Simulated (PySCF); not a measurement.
## Fluorine: a sound run and one with changed settings

Sound run: F [He] 2s2 2p5, F⁺ [He] 2s2 2p4. Computed with PySCF 2.14 in cc-pVDZ-DK (3s2p1d, 14 functions), with scalar relativity by spin-free X2C-1e. The sound run starts from symmetry-adapted Hartree-Fock orbitals and uses a fine grid where one is needed.

A second run was set up differently.

```
species  method  sound run (hartree)  changed run (hartree)  converged
      F     UHF            -99.46176              -99.46176        yes
      F   B3LYP            -99.81468              -99.81425        yes
      F    MN15            -99.75654              -99.75308        yes
     F⁺     UHF            -98.88758              -98.88758        yes
     F⁺   B3LYP            -99.17441              -99.17361        yes
     F⁺    MN15            -99.12014              -99.11515        yes
```

Ionisation energy of F:

| method | sound run (eV) | changed run (eV) |
| --- | --- | --- |
| UHF | 15.624 | 15.624 |
| B3LYP | 17.423 | 17.433 |
| MN15 | 17.318 | 17.359 |

Task: What was changed?
A. basis contracted for another Hamiltonian
B. level shift left on
C. angular grid far too coarse
D. all electrons correlated in a valence basis

Result: C. It used 26 angular points. A coarse angular grid integrates products of high-l functions wrongly, so density functionals can shift, and the SCF can exploit the error; Hartree-Fock and MP2 need no grid.
